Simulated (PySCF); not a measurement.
B2H7N: core ionisation energies

Mu-NH2-B2H5.
Bonds: B1–N2, N2–B3. Hydrogens: H4, H5, H6 on B1; H7, H8 on N2; H4, H9, H10 on B3.

Level of theory: delta-SCF UKS SCAN, pcX-2 on the ionised atom, pcseg-1 elsewhere, spin-free X2C (PySCF 2.14.0). Binding energies are ΔSCF values: E(core-ionised, relaxed orbitals) − E(ground state) at a fixed geometry, referred to the vacuum level.

List the computed XPS lines with their assignment.

```tsv
atom(s)	bonded to	level	binding energy (eV)	count
B1/B3	N and 3 H	B 1s	195.63	2
N2	2 H and 2 B	N 1s	407.05	1
```

What is the longest wavelength that can ionise N 1s of N2 (atom 2) vertically?

λ = hc/E = 12398.42 eV Å / 407.05 eV = 30.459 Å.

Which photon energy gives electrons from N 1s of N2 a kinetic energy of 200 eV, and what is their de Broglie wavelength?

hν = 407.05 + 200 = 607.05 eV, recoil neglected; λ = 12.264 Å/√(E/eV) = 0.87 Å.

Atoms equivalent by their bonding share one computed value, that of the first of them. One conformer (not necessarily the lowest) at the PBE0-D3(BJ)/def2-SVP geometry, without solvent, vibrations or thermal averaging.
